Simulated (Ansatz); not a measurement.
# BSiH₃+ (quartet): the correlation ladder, cc-pVDZ

An exercise on one series of results from a longer session: the logs are not shown, and one member is left open.

Program: Ansatz 0.2.0, Gaussian basis. Level of theory: cc-pVDZ, core rule «outside noble gas», up to 6 orbitals frozen. These are calculated values, not measurements.

Plan: UHF; CCSD(T) on ROHF; CCSD(T) on UHF; BCCD(T) on ROHF; CISD; CCSDT(Q) on ROHF; CCSDT(Q) on UHF; CASSCF and MRCISD+Q, 9 electrons in 11 orbitals; CASSCF and NEVPT2, 9 electrons in 11 orbitals.

29 further runs of the same task are left out: 2 for a known fault of the program, 8 that didn't finish, 19 set aside as unsound or not needed.

### What is computed

The geometry is a PBE0/def2-TZVP stationary point (not a proven minimum) of the parent state, kept for this charge and spin.

5 atoms, charge 1, spin multiplicity 4.

Atoms are counted from 1 here; the program's logs count them from 0.

Bond lengths: Si1–B2 1.879 Å, Si1–H3 1.491 Å, Si1–H4 1.482 Å, B2–H5 1.185 Å. Angles: B2–Si1–H3 128.9°, B2–Si1–H4 121.6°, H3–Si1–H4 109.4°, Si1–B2–H5 143.8°.

The first run:

Contents of in.yaml:

```yaml
crystal:
  periodic: [false, false, false]
  atoms:
    - {symbol: Si, position_ang: [0.000000, 0.028764, 0.511008]}
    - {symbol: B, position_ang: [0.000000, -0.129527, -1.361590]}
    - {symbol: H, position_ang: [0.000000, 1.263163, 1.346633]}
    - {symbol: H, position_ang: [0.000000, -1.163262, 1.392206]}
    - {symbol: H, position_ang: [0.000000, 0.487893, -2.373513]}
basis:
  gaussian: {orbitals: cc-pVDZ}
total_charge: 1
magnetization: {spin_polarized: true, initial_magnetization: 3}
hamiltonian: {xc: hf}
output: {orbitals: {seedname: orbitals}}
```

Launch:

```
$ ansatz run in.yaml --threads 1 --pin off --events-out ev --progress --plain --max-ram 2393MiB
```

Steps of the session up to this table: UHF; CCSD(T) on ROHF; CCSD(T) on UHF; BCCD(T) on ROHF; CISD; CCSDT(Q) on ROHF; CCSDT(Q) on UHF; CASSCF and MRCISD+Q, 9 electrons in 11 orbitals; CASSCF and NEVPT2, 9 electrons in 11 orbitals.

One table of the session follows, with a row left open; its other results are not shown here.

| method | from UCCSDT(Q) (kJ/mol) |
| --- | --- |
| ROHF | +463.9 |
| UHF | +458.9 |
| RMP2 | +127.1 |
| UMP2 | +126.0 |
| CISD | +45.5 |
| RCCSD | +19.5 |
| UCCSD | +19.4 |
| RCCSD(T) | +5.3 |
| UCCSD(T) | +5.3 |
| BCCD(T) | +5.4 |
| RCCSDT | +0.7 |
| UCCSDT | +0.7 |
| RCCSDT(Q) | +0.1 |
| UCCSDT(Q) | 0 |
| CASSCF valence | +263.6 |
| NEVPT2 valence | +72.1 |
| MRCISD valence | +15.9 |
| MRCISD+Q valence | ? |

Estimate the missing values for MRCISD+Q valence.

**Answer.** from UCCSDT(Q) (kJ/mol): +2.2. In the column «from UCCSDT(Q) (kJ/mol)» it lies between UCCSDT (+0.7) and RCCSD(T) (+5.3).

To keep in mind: Restricted and unrestricted rows rest on different reference determinants; where their highest levels disagree by more than a few hundredths of an eV, they describe different states and don't form one ladder.
